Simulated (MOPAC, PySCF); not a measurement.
H2O, SMILES `O`, neutral singlet in the gas phase. 

Cartesian coordinates (Å):
SMILES: O
```xyz
3

O     -0.0009     0.3988     0.0000
H     -0.7536    -0.2011     0.0000
H      0.7545    -0.1978     0.0000
```
Charge 0, multiplicity 1.

All levels are single points at this geometry (PBE0-D3(BJ)/def2-SVP); Pople sets use spherical d functions. Orbital energies aren't observables, and empty levels follow the basis.

```csv
level,HOMO (eV),LUMO (eV),gap (eV),dipole (D),"vertical IE, Delta-SCF (eV)"
TPSSh-D3(BJ)/def2-TZVP in PySCF,-7.86,0.51,8.37,2.07,12.45
B3LYP/6-311+G** in PySCF,-8.80,0.51,9.31,2.19,–
B3LYP/6-31G* in PySCF,-7.92,1.82,9.73,2.10,12.39
BP86/6-31G* in PySCF,-6.32,1.32,7.64,2.08,–
HF/6-31G* in PySCF,-13.55,5.80,19.35,2.25,10.84
HF/STO-3G in PySCF,-10.67,16.40,27.07,1.73,–
AM1 in MOPAC,-12.46,4.42,16.88,1.86,–
PM3 in MOPAC,-12.34,4.07,16.40,1.77,–
PM6 in MOPAC,-11.79,4.03,15.82,2.14,–
```
